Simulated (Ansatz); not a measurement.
# Cost against result

The pair of HCN (SMILES C#N, atoms 1–3) and SiH4 (SMILES [SiH4], atoms 4–8), both closed shells, in one local arrangement (a lower one may exist), relaxed at PBE0-D4/def2-TZVP:

```
8
angstrom
C -0.5756 0.0065 -2.7676
N -0.3182 0.0275 -1.6520
H -0.8159 -0.0132 -3.8088
Si 0.3394 -0.0039 1.6325
H 1.4052 -0.7600 0.9308
H -0.9807 -0.6384 1.3987
H 0.3211 1.4063 1.1730
H 0.6246 -0.0246 3.0936
```

Interaction energies are counterpoise-corrected; the time is that of the whole pair.

Computed with Ansatz 0.2.0 (basis: as named in each row); correlated methods freeze the cores. B3LYP uses VWN-RPA correlation. Extrapolation: Hartree–Fock as exp(−7.88 √X), correlation as X^−2.97.

Times are rough, for one single point on 2 threads of a shared host (Arm Neoverse V2).

The estimate by CCSD(T) at an estimated basis limit (MP2 extrapolated from triple and quadruple zeta, plus CCSD(T) − MP2 in triple zeta) is -1.40 kcal/mol.

```json
{"method": "HF", "basis": "STO-3G", "time (s)": "under 1", "interaction energy (kcal/mol)": "0.18", "method less estimate": "1.58"}
{"method": "PBE-D4", "basis": "STO-3G", "time (s)": "under 1", "interaction energy (kcal/mol)": "-0.54", "method less estimate": "0.85"}
{"method": "SPW92", "basis": "def2-SVP", "time (s)": "under 1", "interaction energy (kcal/mol)": "-2.13", "method less estimate": "-0.73"}
{"method": "B3LYP-D4", "basis": "6-31G", "time (s)": "under 1", "interaction energy (kcal/mol)": "-1.04", "method less estimate": "0.36"}
{"method": "PBE-D4", "basis": "def2-SVP", "time (s)": "under 1", "interaction energy (kcal/mol)": "-1.39", "method less estimate": "0.01"}
{"method": "PBE0-D4", "basis": "def2-SVP", "time (s)": "under 1", "interaction energy (kcal/mol)": "-1.41", "method less estimate": "-0.02"}
{"method": "CCSD(T)", "basis": "def2-SVP", "time (s)": "1", "interaction energy (kcal/mol)": "-0.78", "method less estimate": "0.62"}
{"method": "PBE-D4", "basis": "def2-TZVPPD", "time (s)": "2", "interaction energy (kcal/mol)": "-1.37", "method less estimate": "0.03"}
{"method": "revPBE-D4", "basis": "def2-TZVPPD", "time (s)": "2", "interaction energy (kcal/mol)": "-0.88", "method less estimate": "0.52"}
{"method": "BLYP-D4", "basis": "def2-TZVPPD", "time (s)": "2", "interaction energy (kcal/mol)": "-0.97", "method less estimate": "0.43"}
{"method": "wB97M-V", "basis": "def2-SVP", "time (s)": "3", "interaction energy (kcal/mol)": "-1.50", "method less estimate": "-0.11"}
{"method": "PBE0-D4", "basis": "def2-TZVPPD", "time (s)": "3", "interaction energy (kcal/mol)": "-1.33", "method less estimate": "0.07"}
{"method": "HSE06-D4", "basis": "def2-TZVPPD", "time (s)": "3", "interaction energy (kcal/mol)": "-1.33", "method less estimate": "0.07"}
{"method": "B3LYP-D4", "basis": "def2-TZVPPD", "time (s)": "3", "interaction energy (kcal/mol)": "-1.19", "method less estimate": "0.21"}
{"method": "r2SCAN-D4", "basis": "def2-TZVPPD", "time (s)": "4", "interaction energy (kcal/mol)": "-1.14", "method less estimate": "0.26"}
{"method": "B2PLYP", "basis": "def2-TZVPPD", "time (s)": "5", "interaction energy (kcal/mol)": "-0.74", "method less estimate": "0.66"}
{"method": "wB97X-V", "basis": "def2-TZVPPD", "time (s)": "8", "interaction energy (kcal/mol)": "-1.41", "method less estimate": "-0.01"}
{"method": "B97M-V", "basis": "def2-TZVPPD", "time (s)": "8", "interaction energy (kcal/mol)": "-1.50", "method less estimate": "-0.10"}
{"method": "wB97M-V", "basis": "def2-TZVPPD", "time (s)": "9", "interaction energy (kcal/mol)": "-1.43", "method less estimate": "-0.03"}
{"method": "MP2", "basis": "def2-QZVPPD", "time (s)": "15", "interaction energy (kcal/mol)": "-1.51", "method less estimate": "-0.11"}
{"method": "CCSD(T)", "basis": "def2-TZVPPD", "time (s)": "49", "interaction energy (kcal/mol)": "-1.26", "method less estimate": "0.14"}
```

The T1 diagnostic stays at or below 0.015.
